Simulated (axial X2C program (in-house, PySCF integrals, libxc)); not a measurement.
## Curves of BO by EOM-IP-CCSD

Computed with an axial X2C code built on PySCF integrals: two-component X2C with atomic mean-field Coulomb and Gaunt terms, Gaussian nuclei, basis O dyall-av3z, B dyall-av3z with contracted cores.

Energies in eV from the lowest point of the lowest state; states are followed by energy order within each Ω. Reference: BO⁻, 10 electrons correlated in 94 virtual spinors with an MP2 remainder; levels at this size can be off by some tenths of an eV. Masses 15.995 and 11.009 u.

```
R (Å)  (1)Ω=1/2  (1)Ω=3/2  (2)Ω=1/2  (3)Ω=1/2
1.134    0.2280    4.4858    4.4999    6.2984
1.184    0.0000    3.7347    3.7487    5.7996
1.233    0.0178    3.2548    3.2686    5.5369
1.288    0.2489    2.9558    2.9696    5.4495
1.344    0.6341    2.8435    2.8574    5.5224
1.418    1.2941    2.8942    2.9082    5.7925
```

Question: Fit the curves (1)Ω=1/2, (3)Ω=1/2 near their minima.

Answer: At EOM-IP-CCSD from BO⁻ (the fit fixes ωe to about one per cent; ωe of higher roots by this method can be off by ten per cent):

```
   state  Te (cm⁻¹)  Re (Å)  ωe (cm⁻¹)
(1)Ω=1/2          0   1.204     1922.3
(3)Ω=1/2      44100   1.288     1469.9
```

For BO⁻ at CCSD, and between the minima:

Re = 1.239 Å, ωe = 1729.9 cm⁻¹; removing the electron costs 2.587 eV without zero-point terms.

T1 of the reference reaches 0.025 (Lee–Taylor). Curves followed by order can swap character. Number of frozen shells: O 1 s; B 1 s. Roots with under 60 % one-particle weight at any point are counted in the labels but not shown, and the list ends where the roots sought for some Ω run out; states that need a further excitation are missing and may lie low or lowest. Curves with a minimum but no constants failed the fit check.
